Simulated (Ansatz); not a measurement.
# CHPSi (singlet): from Hartree-Fock to the top rungs at a displaced geometry (v2), cc-pVDZ

One table from this session's results is given with a row withheld; the runs are named, their logs left out.

Computed with Ansatz 0.2.0, Gaussian basis. Level: cc-pVDZ, core rule «outside noble gas», up to 11 orbitals frozen.

Plan: UHF; CCSD(T) on RHF; BCCD(T) on RHF; CISD; CCSDT(Q) on RHF; CASSCF and MRCISD+Q, 8 electrons in 8 orbitals; CASSCF and NEVPT2, 8 electrons in 8 orbitals.

22 further runs of the same task are left out: 12 that didn't finish, 10 set aside as unsound or not needed.

### The system

The geometry is a PBE0/def2-TZVP stationary point (not a proven minimum) with its atoms shifted at random (size 0.100 Å).

4 atoms, charge 0, spin multiplicity 1.

Atoms are counted from 1 here; the program's logs count them from 0.

Bond lengths: P1–C2 1.695 Å, P1–Si3 2.220 Å, C2–Si3 1.843 Å, C2–H4 1.013 Å. Angles: C2–P1–Si3 54.2°, P1–C2–Si3 77.6°, P1–C2–H4 130.5°, Si3–C2–H4 147.7°, P1–Si3–C2 48.2°.

Set-up of the first run:

The input, in.yaml:

```yaml
crystal:
  periodic: [false, false, false]
  atoms:
    - {symbol: P, position_ang: [0.061934, -0.291645, 1.031237]}
    - {symbol: C, position_ang: [-0.102940, 1.106135, 0.086139]}
    - {symbol: Si, position_ang: [-0.026319, -0.226012, -1.185543]}
    - {symbol: H, position_ang: [0.056789, 2.079049, 0.318164]}
basis:
  gaussian: {orbitals: cc-pVDZ}
magnetization: {spin_polarized: true, initial_magnetization: 0}
hamiltonian: {xc: hf}
output: {orbitals: {seedname: orbitals}}
```

Launch:

```
$ ansatz run in.yaml --threads 1 --pin off --events-out ev --progress --plain --max-ram 2393MiB
```

Among the steps run: UHF; CCSD(T) on RHF; BCCD(T) on RHF; CISD; CCSDT(Q) on RHF; CASSCF and MRCISD+Q, 8 electrons in 8 orbitals; CASSCF and NEVPT2, 8 electrons in 8 orbitals.

One of the session's tables, all rows but one given; the rest of the session is left out.

```
   method  from RCCSDT(Q) (meV)
      RHF               +9973.6
     RMP2                     ?
     CISD               +1690.5
    RCCSD                +551.0
 RCCSD(T)                 +66.8
  BCCD(T)                 +63.4
   RCCSDT                 +49.0
RCCSDT(Q)                     0
```

Estimate the missing values for RMP2.

The run gave: from RCCSDT(Q) (meV): +1288.6. In the column «from RCCSDT(Q) (meV)» it lies between RCCSD (+551.0) and CISD (+1690.5).

Left out of the table: CASSCF frontier, NEVPT2 frontier, MRCISD frontier, MRCISD+Q frontier (the active space lost an orbital or holds another state than full CI finds).

Limits of these values: Warnings in the runs' records: passed over end.
